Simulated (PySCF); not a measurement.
# Diatomic cations of H with the third period

PBE0 with triple-zeta basis sets in PySCF, for the lowest determinant that a PBE0 search found; no spin–orbit coupling. De refers to high-spin ground-configuration atoms (the charge goes to the atom of lower measured ionisation energy or higher electron affinity, which is not always the lowest computed limit). A positive dipole points towards H; it is taken about the centre of mass and depends on that origin.

| M | basis | charged atom | state (unpaired electrons) | Re (Å) | ωe (cm⁻¹) | De (eV) | μ (D) |
| --- | --- | --- | --- | --- | --- | --- | --- |
| Na | pcseg-2 | Na+ | doublet (σ ↑) | 2.582 | 341 | 0.08 | -0.03 |
| Mg | def2-TZVP | Mg+ | singlet (closed shell) | 1.661 | 1716 | 1.91 | -3.38 |
| Al | def2-TZVPPD | Al+ | doublet (σ ↑) | 1.619 | 1654 | 0.96 | -0.33 |
| Si | def2-TZVPPD | Si+ | singlet (closed shell) | 1.519 | 2124 | 3.24 | 0.47 |
| P | def2-TZVPPD | P+ | doublet (π ↑) | 1.434 | 2370 | 3.47 | 0.89 |
| S | cc-pVTZ/cc-pV(T+d)Z | S+ | triplet (π ↑↑) | 1.369 | 2558 | 3.81 | 1.33 |
| Cl | def2-TZVPPD | Cl+ | doublet (π ↑) | 1.320 | 2670 | 4.84 | 1.72 |

Problem. By what factor does the well depth vary along the series?

Solution. At PBE0 it runs from 0.08 eV (NaH⁺) to 4.84 eV (HCl⁺), a factor of 60.5.

The rows differ in basis set, which adds steps of its own.

The state changes along the series, so neighbouring rows are not always alike in their bonding.

Weak bonds: NaH⁺. Basis-set superposition, not corrected here, can be much of De in a small basis, most of all at correlated wavefunction levels. For an ion De counts to the pair picked by the measured ionisation energies or electron affinities, which need not be the lowest pair at this level. States were picked by a PBE0 search and need not be the measured ground states.
